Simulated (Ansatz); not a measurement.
C$_{3}$H$_{3}$NO (`C=C1OC1=N`). Total charge 0; spin multiplicity 1. The structure was optimised at the PBE0-D4/def2-TZVP level. It is one conformer, not always the lowest.

```xyz
8

C    -1.059    0.414   -1.109
C    -0.049   -0.029   -0.402
O     1.164   -0.706   -0.624
C     0.811   -0.343    0.658
N     1.337   -0.472    1.772
H    -1.877    0.919   -0.613
H    -1.086    0.282   -2.183
H     0.759   -0.065    2.501
```

(1) What is the dipole moment at ωB97M-V/def2-TZVPP? (An estimate is asked.)

(2) And with PBE, r2SCAN, B3LYP? (Best estimate.)

(3) Give the Mulliken charges with ωB97M-V, B3LYP, PBE in def2-TZVPP. (Estimate.)

Results:

(1) The calculation gave: 3.08 D, with components (-2.71, 1.45, -0.02) D in this frame, pointing from negative to positive charge.

(2) Ansatz gave: PBE 2.80 D, r2SCAN 2.91 D, B3LYP 3.05 D.

(3) Ansatz gave: 
```
atom  ωB97M-V  B3LYP    PBE
  C1    -0.21  -0.22  -0.17
  C2     0.04   0.03  -0.04
  O3    -0.25  -0.25  -0.18
  C4     0.23   0.20   0.12
  N5    -0.17  -0.16  -0.12
  H6     0.12   0.12   0.11
  H7     0.12   0.12   0.11
  H8     0.14   0.16   0.18
```

B3LYP here is the variant with VWN-RPA as its local correlation; programs differ in this.
